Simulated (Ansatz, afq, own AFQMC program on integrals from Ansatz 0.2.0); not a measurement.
Integrals from Ansatz 0.2.0, then the random walk in our own AFQMC program (afq).

```yaml
crystal:
  periodic: [false, false, false]
  atoms:
    - {symbol: Si, position_ang: [0.000000, 0.000000, 0.000000]}
    - {symbol: Mg, position_ang: [0.000000, 0.000000, 2.532400]}
basis:
  gaussian: {orbitals: cc-pVDZ}
magnetization: {spin_polarized: true, initial_magnetization: 2}
correlation: {method: ccsd_t, electrons: outside_noble_gas, hamiltonian_folder: ham}
```

```sh
$ ansatz run in.yaml --threads 1 --pin off --events-out ev --progress --plain --max-ram 1843MiB
```

afq runs on the folder ham with

```
--method free --trial cisd --walkers 90 --time-step 0.03 --max-blocks 80 --target-error 0.00029 --factor-cut 1e-05 --seed 9411 --times 0,0.3,0.6,1.2,1.8,2.4,3.6,4.8,6 --taylor-order 8
```

Times are imaginary, in 1/Eh. The walk had a cap of 537 s.

Output of the walk:

```
orbitals 26  electrons 4 2  factors 180 of 349
reference energy -488.48346029 Eh
CCSD correlation -0.09545562 Eh in 16 cycles, weight of the determinant in the CISD state 0.7984
repeat  energy at the last time / Eh  error
    10  -488.585598  0.000851
    20  -488.585915  0.000568
    30  -488.585784  0.000469
    40  -488.585513  0.000374
    50  -488.585537  0.000331
    60  -488.585621  0.000291
time / (1/Eh)  energy / Eh  error  mean overlap
  0.00  -488.578997  0.000077  1.2530
  0.30  -488.581209  0.000125  1.2494
  0.60  -488.582286  0.000141  1.2533
  1.20  -488.583850  0.000176  1.2542
  1.80  -488.584665  0.000194  1.2596
  2.40  -488.585019  0.000204  1.2567
  3.60  -488.585018  0.000209  1.2722
  4.80  -488.585338  0.000294  1.2851
  6.00  -488.585658  0.000289  1.2867
energy -488.585658 +/- 0.000289 Eh
```

The run passed its tests (error under three times the target), which doesn't prove that it has relaxed.

Against this walk (error 7.9 meV) on the same determinant: CCSD(T) 55.8 meV higher, CCSDT(Q) 28.8 meV lower, full CI 29.2 meV lower. The error is statistical, and a free projection of finite length keeps a remainder of its start. The determinant has ⟨S²⟩ = 2.72, so the low cluster orders mix in higher spin, and so can this walk. The projection is still falling at its last time (meV from the last point: 27 ± 5 at 1.80, 17 ± 6 at 2.40, 17 ± 6 at 3.60, 9 ± 8 at 4.80, 0 ± 8 at 6.00), so its energy is a cut-off value, and the gaps above aren't errors of the other methods. Full CI is exact here, so the walk's 29 meV above it is the walk's own error: what remains of the start. The determinant is a poor start (see the cautions), so the low cluster orders aren't to be relied on, and full CI is the sure value.

Cautions: remainder of the start not in the error; start is not spin pure; strong correlation (T1 0.084, weight of the determinant 0.80, largest double 0.18); unrestricted determinant spin contaminated (⟨S²⟩ 2.72 against 2.00).

The walk took 2.5 min on 1 thread of Intel(R) Xeon(R) Platinum 8259CL CPU @ 2.50GHz (Skylake/Cascade Lake), on a shared host. The log's last line is the free-projection energy.

CCSDT and higher add their correlation energy to the determinant of the CCSD(T) run, since their own runs factorise the integrals more tightly (a shift of under 2 meV). A walk keeps the symmetry of its determinant, which the program's search chose and which needn't be the lowest solution, so a lower state of the same spin and another symmetry isn't excluded.
